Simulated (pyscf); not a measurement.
This saddle point was located with ωB97X-D3(BJ)/def2-SVP in PySCF.

```
N
H 1 1.0187
B 1 1.5798 2 114.09
H 3 1.2139 1 114.23 2 -7.07
H 3 1.2233 4 117.13 1 134.50
O 3 1.6131 4 109.90 5 125.64
H 6 0.9654 3 111.39 4 -133.17
H 6 1.1789 7 112.40 3 79.36
Ge 1 1.8590 2 113.96 8 144.03
H 9 1.5338 1 106.29 2 -163.88
H 9 1.5354 10 110.64 1 120.13
H 9 1.5380 10 110.60 11 122.31
```

Surface: singlet, charge 0. Lowest wavenumbers (cm⁻¹): 1291i, 107, 134, 202, 464.

### Question
Name the species on either side of this saddle.

### Answer
H₂B–NH–GeH₃ (SMILES B[NH][GeH3]) + H₂O (SMILES O) ⇌ H₂N–GeH₃ (SMILES [NH2][GeH3]) + H₂B–OH (SMILES BO), a four-centre exchange read from left to right: B–N, H–O broken and H–N, B–O formed. At ωB97M-D3(BJ)/def2-TZVP it lies +11.0 kcal/mol from the left side and +10.9 kcal/mol from the right (each side as separated species at their lowest minima found). On the product side the descent ends in an adduct with a B–N contact, 14.1 kcal/mol under the separated species and 24.4 kcal/mol under the saddle at ωB97X-D3(BJ)/def2-TZVP. What is counted as broken (B–N) persists as a longer contact in the product adduct; parting that adduct is a step of its own. The reactants may also form a dative adduct at H₂B–NH–GeH₃; it and routes through it were not searched. One saddle was located; it need not be the lowest between these sides. Elements up to Kr have no core potential and no relativistic terms here.
